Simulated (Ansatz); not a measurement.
Consider the atomization: `CC1COC1` → 4 C• + 8 H• + O•.

Program: Ansatz. Geometries: PBE0-D4/def2-TZVP. ΔE: electronic, gas phase. CCSD(T)/CBS adds triple-zeta CCSD(T) − MP2 to the extrapolated MP2 energy (def2 sets, frozen cores). This one scheme is used for every species, atoms too. Functionals use def2-TZVPP. Open shells (•) are unrestricted, without spin–orbit coupling. Spin–orbit coupling would lower the free atoms: a little for C, O.

```tsv
level	ΔE (kcal/mol)
PBE0-D4	1254.1
ωB97X-V	1247.2
PBE0	1249.7
HF/CBS(def2)	913.7
```

(1) What does CCSD(T)/CBS give? (An estimate is asked.)

Largest T1 diagnostic among the species: 0.010.

## Answers

(1) Computed: +1243.0 kcal/mol. The listed levels differ from it by 11.1, 4.2, 6.7, -329.3 kcal/mol.

In def2-TZVPP, CCSD(T) changes the Hartree–Fock value by +302.7 kcal/mol (the triples alone add +17.3 kcal/mol) and MP2 by +321.0 kcal/mol; breaking electron pairs costs correlation energy, which Hartree–Fock lacks. From PBE to PBE0 (25 % exact exchange), in def2-TZVPP and without D4, ΔE moves by −19.8 kcal/mol: exact exchange takes away binding that semilocal exchange gives to molecules. The D4 term adds +8.4 kcal/mol with B3LYP and +4.4 kcal/mol with PBE0; it sums over pairs of atoms, weighted by their polarisabilities, and B3LYP, whose exchange is more repulsive, gets the larger term.

B3LYP here is the variant with VWN-RPA as its local correlation; programs differ in this.

For atomizations the MP2-based limit and the directly extrapolated one differ by several kJ/mol either way, and by 10 to 25 for some Ge, Se and Sn compounds, so smaller differences from it don't rank the levels.
